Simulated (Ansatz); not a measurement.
# BH3O, SMILES BO: a composite energy at a relaxed geometry

Computed with the Python package of Ansatz (0.2.0).

Contents of `bh3o.xyz`:
```text
5

B    -0.25980   -0.37270   -0.00090
O     0.12880    1.06090    0.01130
H    -0.54300   -0.90050    0.98580
H    -0.39960   -0.86630   -1.04910
H     1.12350    1.00490    0.01150
```

Notebook, run cell by cell (the value of a cell's last expression is shown):

In [1]:
```python
import ansatz as az
import numpy as np
```

In [2]:
```python
system = az.Crystal.molecule_from_extxyz("bh3o.xyz")
```

In [3]:
```python
job = system.calculation()
job = job.basis(gaussian="def2-SVP")
job = job.functional("r2SCAN")
symbols = [site.symbol for site in system.cartesian_sites]
start = np.array([site.position_ang for site in system.cartesian_sites], dtype=float)
rep = job.relax(force_tolerance=0.01).run().report
end = np.array(rep["positions_ang"])
print("final positions (A) and the move of each atom")
for symbol, xyz, old in zip(symbols, end, start):
    print(f"{symbol:2s} {xyz[0]:10.5f} {xyz[1]:10.5f} {xyz[2]:10.5f}   {np.linalg.norm(xyz - old):7.4f}")
```
```text
final positions (A) and the move of each atom
B    -0.22566   -0.35166    0.07301    0.0841
O     0.41550    0.80182    0.35154    0.5149
H    -0.82142   -0.86973    0.98671    0.2801
H    -0.19460   -0.83000   -1.04217    0.2083
H     0.87607    1.17587   -0.41048    0.5182
```

In [4]:
```python
minimum = az.Crystal.molecule()
for symbol, place in zip(symbols, end):
    minimum = minimum.atom(symbol, place.tolist())
at_minimum = minimum.calculation()
level = lambda method, basis: at_minimum.basis(gaussian=basis).correlation(method).run().report
small, large, cluster = level("mp2", "cc-pVDZ"), level("mp2", "cc-pVTZ"), level("ccsd_t", "cc-pVDZ")
corr = lambda each: (each["free_energy_ev"] - each["reference_energy_ev"]) / 27.211386246
mp2_limit = (27 * corr(large) - 8 * corr(small)) / 19
pieces = {"HF / cc-pVTZ": large["reference_energy_ev"] / 27.211386246, "MP2 correlation, DZ-TZ limit": mp2_limit, "CCSD(T) - MP2 / cc-pVDZ": corr(cluster) - corr(small)}
for name, value in pieces.items():
    print(f"{name:32s} {value:14.6f} Ha")
print(f"{'sum':32s} {sum(pieces.values()):14.6f} Ha")
print("T1 diagnostic", round(cluster["correlation"]["coupled_cluster"]["t1_diagnostic"], 4))
```
```text
HF / cc-pVTZ                        -101.368046 Ha
MP2 correlation, DZ-TZ limit          -0.382308 Ha
CCSD(T) - MP2 / cc-pVDZ               -0.028200 Ha
sum                                 -101.778554 Ha
T1 diagnostic 0.0157
```

Total energies depend on the basis set; only differences at equal settings carry meaning. The sum leaves out core correlation, relativity, the Hartree-Fock basis error and zero-point energy; a DZ-TZ extrapolation is rough. Inner cores stay frozen, so this is valence correlation. Run time: 15 s on 1 thread of Arm Neoverse V1, on a shared host, peak memory 0.2 GiB.
